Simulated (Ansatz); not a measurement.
in.yaml

```yaml
crystal:
  periodic: [false, false, false]
  atoms:
    - {symbol: O, position_ang: [-0.926673, -0.231644, 0.000000]}
    - {symbol: H, position_ang: [-1.175982, 0.694932, 0.000000]}
    - {symbol: H, position_ang: [-0.034673, -0.231644, 0.000000]}
    - {symbol: Si, position_ang: [2.137327, -0.231644, 0.000000]}
basis:
  gaussian: {orbitals: cc-pVDZ}
magnetization: {spin_polarized: false, initial_magnetization: 2}
correlation: {method: fic_mrcisd_q, electrons: outside_noble_gas, active_space: {window: {electrons: 4, orbitals: 4}, places: [1, 2]}}
scf: {lower_state_search: light}
```

```sh
$ ansatz run in.yaml --threads 1 --pin off --events-out ev --progress --plain --max-ram 2393MiB
```

(1) One thing in this input was set wrong on purpose, beside settings that are merely unusual. What is the gravest fault, and what does the program do?

Answers

(1) Two definitions of the active space. How the run ends: refused.
```
Error: invalid value for `correlation.active_space`: name one of window, places and ras
```
